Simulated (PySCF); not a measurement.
C₄H₄S₂.
Atom-mapped SMILES: `[CH:1]1=[CH:2][S:3][CH:4]=[CH:5][S:6]1` (hydrogens: H7 on C1; H8 on C2; H9 on C4; H10 on C5)

The calculation used PySCF, PBE0-D3(BJ)/def2-SVP geometry optimisation, gas phase.

Question: List the bond lengths, angles and torsions at this level.

Answer: 
```tsv
bond	length (bohr)	order
C1=C2, C4=C5	2.524	double
C1–S6 and 3 like bonds	3.332	single
C1–H7 and 3 like bonds	2.068	single
```

Bonds in one row agree within 0.02 bohr and their mean is given. Orders are formal, as drawn. A selection of angles:
```tsv
angle	degrees
C2–C1–S6	123.9
C2–C1–H7	121.1
S6–C1–H7	115.0
C2–S3–C4	100.2
```

Torsions: S6–C1–C2–S3 0° (synperiplanar); C1–C2–S3–C4 37° (synclinal); C2–S3–C4–C5 -37° (synclinal); S3–C4–C5–S6 0° (synperiplanar); C4–C5–S6–C1 37° (synclinal); C2–C1–S6–C5 -37° (synclinal).

All 4 C–S bonds measure 1.763 Å. S3 (sulfide sulfur) is bent (angle 100.2°). The 6-membered ring C1–C2–S3–C4–C5–S6 has internal angles of 100.2° to 123.9° (sum 696°, against 720° for a flat polygon); it is puckered, 0.26 Å rms from its mean plane, widest ring torsion 37°.

Point group: C2v (tolerance 0.08 Å). PBE0-D3(BJ)/def2-SVP frequencies: not computed here. One conformer, not necessarily the lowest.
